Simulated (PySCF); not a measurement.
Start geometry of `[SiH3]C#N` from GFN2-xTB (Å):
```
atom  x, y, z in Å
N1     2.424   -0.050    0.043
C2     1.253   -0.018    0.017
Si3   -0.628    0.004   -0.023
H4    -0.977   -0.986   -1.010
H5    -0.999    1.356   -0.405
H6    -1.049   -0.337    1.334
```

Q: What comes out of this run: PBE0-D3(BJ)/def2-SVP geometry optimisation, gas phase in PySCF 2.14.0?

A: 
```
atom  x, y, z in Å
N1     2.4262    0.1982    0.0246
C2     1.2709    0.1016    0.0086
Si3   -0.5805   -0.0538   -0.0152
H4    -0.9342   -1.1003   -1.0109
H5    -1.1398    1.2683   -0.4033
H6    -1.0181   -0.4438    1.3515
```

The energy falls by 1.6 kcal/mol over 7 energy and gradient evaluations, the largest force component goes from 0.0296 to 6.3e-05 Eh/bohr, and the atoms move by 0.033 Å rms after alignment. The bond that changes most is Si3–H4 (SiH3 silicon to Si–H hydrogen), which lengthens by 0.046 Å. Bonds longer at the end by more than 0.005 Å: 3 of 5; shorter: 2. Among the angles that change most is C2–Si3–H4, from 104.4° to 107.7°. Rotational constants go from 85148, 4853, 4851 to 83273, 4928, 4928 MHz. The orientation of the end geometry is arbitrary; only internal coordinates are fixed.

The run used 61 basis functions and 46 SCF cycles in all. On an Arm Neoverse V2 with one thread, shared host, this took 5.6 s of wall time and 0.28 GiB of memory at its peak.

Whether it is a minimum is left open (no frequencies).
